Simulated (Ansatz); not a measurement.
A nudged elastic band was laid between two geometries of H + H4Si (6 atoms, charge 0, multiplicity 2).

Level of theory: UKS r2SCAN-D4/def2-SVP in Ansatz.

```
movable images  : 5
climbing image  : yes
spring          : 5.0 eV/Å²
optimiser       : quadratic models (default)
start path      : through a guess of the saddle point
force threshold : 0.03 eV/Å
iteration limit : 60
end points      : relaxed
```

First end point:

```xyz
6
Properties=species:S:1:pos:R:3
Si 0.000 0.000 -0.074
H 0.000 0.000 1.432
H 1.409 0.000 -0.566
H -0.704 1.220 -0.566
H -0.704 -1.220 -0.566
H 0.000 0.000 3.262
```

Last end point:

```xyz
6
Properties=species:S:1:pos:R:3
Si 0.001 0.000 -0.598
H 0.000 0.000 2.933
H 1.427 0.000 -1.036
H -0.713 1.235 -1.035
H -0.713 -1.235 -1.035
H 0.000 0.000 3.692
```

Problem. What changes between the two ends?

Solution. Bonds broken: Si1–H2. Bonds formed: H2–H6. H + H4Si becomes H2 + H3Si.

Problem. Give the energies along the band, and the barrier.

Solution. The forces met the threshold. The highest image is number 0 of 0 to 6, 0.0 kcal/mol above the first end and 13.6 kcal/mol above the last; the last end lies 13.6 kcal/mol below the first. The highest image is an end point: on this band no image between the ends rises above it. A vibrational analysis next to that end finds imaginary modes (147i cm⁻¹), so it isn't a minimum.

```
image  path coordinate (Å)  energy (kcal/mol)  Si1–H2 (Å)  H2–H6 (Å)
    0                 0.00                0.0        1.51       1.83
    1                 0.06                0.0        1.51       1.76
    2                 0.55               -1.3        1.70       1.11
    3                 1.03              -10.4        2.29       0.78
    4                 1.51              -12.6        2.71       0.76
    5                 2.00              -13.5        3.12       0.76
    6                 2.48              -13.6        3.53       0.76
```

Time of the run: 2.4 min on 1 thread of Arm Neoverse V1, with other jobs on the host, peak memory 0.12 GiB.
